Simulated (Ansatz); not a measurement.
Energy needed to pull apart BOF (SMILES O=BF), singlet, into free ground-state atoms, from the structure below (displaced at random from a GFN2-xTB minimum); no zero-point or spin–orbit terms; open-shell atoms are treated unrestricted, in their ground-state multiplicity.

```
3
angstrom
O 0.9402 -0.4417 0.3929
B -0.1033 -0.0229 -0.0628
F -1.0960 0.5896 -0.3990
```

Ansatz 0.2.0; basis: def2-TZVPP; cores frozen in the correlated methods. B3LYP uses VWN-RPA correlation.

| method | atomization energy (kcal/mol) |
| --- | --- |
| PBE-D4 | ? |
| r2SCAN-D4 | 355.7 |
| PBE0-D4 | 351.0 |
| B3LYP-D4 | 351.7 |
| r2SCAN0-D4 | 341.9 |
| wB97M-V | 353.5 |
| HF | 251.0 |
| MP2 | ? |
| CCSD | 332.3 |
| CCSD(T) | 340.4 |

Q: What does PBE-D4 give? (To be estimated.)

A: The calculation gives: 367.2 kcal/mol, which is about 26.8 kcal/mol more than CCSD(T)/def2-TZVPP.

Q: What does MP2 give? (To be estimated.)

A: By the calculation: 364.6 kcal/mol, which is about 24.2 kcal/mol more than CCSD(T)/def2-TZVPP.

In triple zeta the MP2 and coupled-cluster atomization energies are still short of their basis limit by a few kcal/mol a bond, whereas those of the functionals are nearly converged, so these differences are not deviations from converged CCSD(T).

The T1 diagnostic stays at or below 0.016.

For scale, one of the runs: CCSD(T)/def2-TZVPP forces, 93 basis functions (an equivalent command: `ansatz run in.yaml --threads 4`). The run took about 4.8 s on 4 CPU threads (shared host).
